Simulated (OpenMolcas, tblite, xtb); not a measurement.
**BNH2 (SMILES B[N]): the dipole moment, rung by rung**

The species is BNH2 (4 atoms), meant as a triplet with charge 0. SMILES: `B[N]`. Geometry: relaxed at GFN2-xTB.

Quantity: the dipole moment, in D. The values are calculated.

| level | kind | program | value (D) | CPU time |
| --- | --- | --- | --- | --- |
| GFN2-xTB | semi-empirical | xtb | 1.99 | under 2 s |
| GFN1-xTB | semi-empirical | tblite | 2.17 | under 2 s |
| UHF/STO-3G | Hartree–Fock | OpenMolcas | 0.88 | 1.7 s |
| USVWN5/STO-3G | LDA | OpenMolcas | 1.48 | 7.5 s |
| UPBE/STO-3G | GGA | OpenMolcas | 0.72 | 6.3 s |
| U-r2SCAN/STO-3G | meta-GGA | OpenMolcas | 0.76 | 8 s |
| UM06-2X/STO-3G | hybrid meta-GGA | OpenMolcas | 0.66 | 9.4 s |
| UPBE0/STO-3G | global hybrid | OpenMolcas | 0.74 | 5.6 s |

The values span 0.66 to 2.17 D. All rows use very small basis sets, so even the best lies far from the true value. Magnitudes only: a small dipole may point the other way at some levels. Sets without polarisation functions give poor dipoles. CPU times are rough (shared hosts, several kinds of processor): they show what a rung costs within a factor of a few.
